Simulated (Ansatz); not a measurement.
in.yaml

```yaml
crystal:
  periodic: [false, false, false]
  atoms:
    - {symbol: P, position_ang: [0.000000, 0.000000, 0.000000]}
    - {symbol: Br, position_ang: [0.000000, 0.000000, 2.316300]}
basis:
  gaussian: {orbitals: aug-cc-pVDZ}
magnetization: {spin_polarized: true, initial_magnetization: 2}
hamiltonian: {xc: {name: PBE}}
output: {orbitals: {seedname: orbitals}}
```

```sh
$ ansatz run in.yaml --threads 1 --pin off --events-out ev --progress --plain --max-ram 2393MiB
```

The program prints:

```
761 factors; their error is unknown
mean field evaluation 1: about -79318.4408 eV, gradient 5.4e0 eV
mean field evaluation 2: about -79317.9878 eV, gradient 9.7e0 eV
mean field evaluation 4: about -79318.7369 eV, gradient 9.1e-1 eV
mean field evaluation 8: about -79318.7181 eV, gradient 6.9e-3 eV
mean field -79318.71813404 eV, -2914.9091272678 hartree, gradient 3.9e-5 eV, S^2 2.004970; 0 other end points of the search recorded, 0 dependent functions left out
reference -79318.71818669 eV, -2914.9091292025 hartree; 26, 24 occupied and 37, 39 virtual orbitals, 761 factors
Total energy: -79318.71818669 eV, -2914.9091292025 hartree
```

Ran on 1 thread of Intel Xeon, shared host: 2.3 s wall, 0.12 GiB peak host memory.
